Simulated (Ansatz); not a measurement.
What a trial cell of Na2Nb relaxes into

Computed with Ansatz, DFT PBE, scalar-relativistic, plane waves, PAW. Cutoff 420 eV, Γ-centred k mesh, Gaussian smearing, no spin polarisation in the final step.

The start puts Na2Nb on the cubic Laves (C15) structure type (Fd-3m, No. 227), with Nb in place of Mg, Na in place of Cu, at a guessed volume.

```
Na Nb
1.0
     0.00000    3.86621    3.86621
     3.86621    0.00000    3.86621
     3.86621    3.86621    0.00000
Na Nb
4 2
Direct
  0.62500 0.62500 0.62500
  0.12500 0.62500 0.62500
  0.62500 0.62500 0.12500
  0.62500 0.12500 0.62500
  0.00000 0.00000 0.00000
  0.25000 0.25000 0.25000
```

Steps on the 4×4×4 mesh (6 atoms). 4 of 4 steps are shown, and the free energy counts from the last. Trial steps that were taken back and renewals of the plane-wave basis can be among the rows.

```csv
step,ΔF (meV/atom),V (Å³/atom),P (GPa)
1,45.3,19.26,6.28
2,1.0,21.44,0.73
3,0.2,21.76,0.12
4,0.0,21.76,0.13
```

A final relaxation ran on a 8×8×8 mesh. The relaxed crystal, Fd-3m (No. 227):

Space group Fd-3m:1 (No. 227). a = 8.059 Å, b = 8.059 Å, c = 8.059 Å, α = 90.00°, β = 90.00°, γ = 90.00°
```csv
atom,site,symmetry,x,y,z
Na,16c,.-3m,0.1250,0.1250,0.1250
Nb,8b,-43m,0.0000,0.0000,0.5000
```

```yaml
Volume_per_atom: 21.81 Å³
Density: 3.52 g/cm³
Energy_over_the_elements: 1.18 eV/atom
Gap_on_the_8×8×8_mesh: 0 eV (a metal)
```

Energies over the elements count from the elements' standard structures at the same level, with no empirical corrections.

The final run used a 8×8×8 mesh on its 6-atom cell and 0.10 eV smearing. For metals, differences of a few meV/atom aren't resolved.

Symmetry constrained the relaxation, so the result can be a saddle point.

Cost: 3 runs of about 0.58 core-minutes in all, on Arm Neoverse V2 (shared hosts).